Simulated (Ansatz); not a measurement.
fcc Pd, treated with PBE-D4 in Ansatz (plane waves, PAW).

From the output:

```
Crystal: 1 atoms, lattice volume = 14.913 Å³
Basis set: ecut = 520 eV, 411 PW (Γ), exchange–correlation on 48×48×48 points (8 copies of the dense FFT grid, shifted against one another)
Bands: 13, of which v1, the nominal top of the filled ones, is band 9 counted from 1 (8 counted from 0)
Symmetry: 48 space group operations
Space group: Fm-3m (ITA 225), of the structure as read, at distance tolerance 2.5e-5 Å
k-points: 413 of 13824
Functional: x = pbe(κ = 0.804, μ = 0.2195149727645171), c = pbe(β = 0.06672455060314922)
SCF iter   1: F=—  HF=-6973.343401 eV  |F-HF|=—  |Δ(HF+E_count)|=         —  Δρ=4.29e-3  dr2=1.62e-3
SCF iter   2: F=—  HF=-6973.343218 eV  |F-HF|=—  |Δ(HF+E_count)|=   1.84e-4  Δρ=1.98e-3  dr2=2.33e-4
  ...
SCF iter   6: F=—  HF=-6973.343265 eV  |F-HF|=—  |Δ(HF+E_count)|=   1.83e-9  Δρ=2.32e-6  dr2=2.17e-10
SCF iter   7: F=-6973.343265 eV  HF=-6973.343265 eV  |F-HF|=0.00e0  |Δ(HF+E_count)|=  3.91e-11  Δρ=4.32e-8  dr2=5.87e-14
SCF 1 converged in 7 iterations: F = -6973.343265 eV  dr2 = 5.87e-14
SCF converged after 7 iterations
Free energy (F): -6973.343265 eV
Internal energy: -6973.324761 eV  (E = F + TS)
E sigma→0 (E₀):  -6973.334013 eV
Fermi energy:    19.536154 eV
--- Stress (GPa, compression-positive) ---
       -0.000080       0.000000      -0.000000
       -0.000000      -0.000080       0.000000
        0.000000       0.000000      -0.000080
  P = ⅓ Tr σ = -0.0001 GPa (-0.001 kbar)
```

### Question
Write an input file that could have produced this run (the log leaves some choices open).

### Answer
Several could match; the one computed here: 
Ansatz 0.2 input:
```yaml
crystal:
  lattice:
    - [0.0, 1.9536325658, 1.9536325658]
    - [1.9536325658, 0.0, 1.9536325658]
    - [1.9536325658, 1.9536325658, 0.0]
  atoms:
    - { symbol: Pd, position: [0.0, 0.0, 0.0] }
basis:
  ecutwfc: 520
  ecutrho_ratio: 4
  xc_grid: 2
kpoints:
  mp_grid: { grid: [24, 24, 24] }
hamiltonian:
  xc: pbe
  dispersion: d4
  pseudopotentials: { kind: paw }
scf:
  occupations: { method: fermi_dirac, width: 0.05 }
  convergence: { dr2_threshold: 0.0000000001 }
output:
  forces: false
  stress: true
  eigenvalues: true
```

Ansatz is an electronic-structure program.
